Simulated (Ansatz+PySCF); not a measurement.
**singlet Li2: levels of theory in one basis**

```xyz
2

Li    0.0000    0.0000   -3.0658
Li    0.0000    0.0000    3.0658
```

Basis set: 6-31G (spherical functions). All electrons are correlated. Charge 0, multiplicity 1.

Computed with Ansatz (development build ahead of 0.2.0); each method stands on the lowest determinant of its kind that the runs found.

```csv
method,E − E(RHF) (eV),<S²> of the determinant
RHF,0.00,0.00
UHF,-1.56,0.99
UHF-MP2,-1.58,0.99
RHF-CCSD,-1.60,–
RHF-CCSD(T),-1.60,–
UHF-CCSD(T),-1.60,0.99
full CI (lowest root of this spin),-1.60,–
```

(1) What does RHF-MP2 give on the same scale?

(2) Is a single determinant a sound starting point here?

Results:

(1) -0.84 eV.

At such a shape the full CI root can have another spatial symmetry than the determinants, so the rows needn't describe one state.

(2) It is doubtful. Unrestricted orbitals lower Hartree–Fock by 1.56 eV and <S²> is 0.99 where a pure state has 0.00, a sign of strong static correlation.

Caution for RHF, RHF-MP2, RHF-CCSD, RHF-CCSD(T): an unrestricted determinant lies well below. Caution for UHF, UHF-MP2, UHF-CCSD(T): the unrestricted determinant is a mixture of spin states; the determinant may break the point group. Caution for RHF-MP2, UHF-MP2, RHF-CCSD, UHF-CCSD(T): large amplitudes, a single reference is doubtful. Caution for RHF-CCSD(T): very large amplitudes, the method is breaking down; the amplitudes may be one of several solutions.
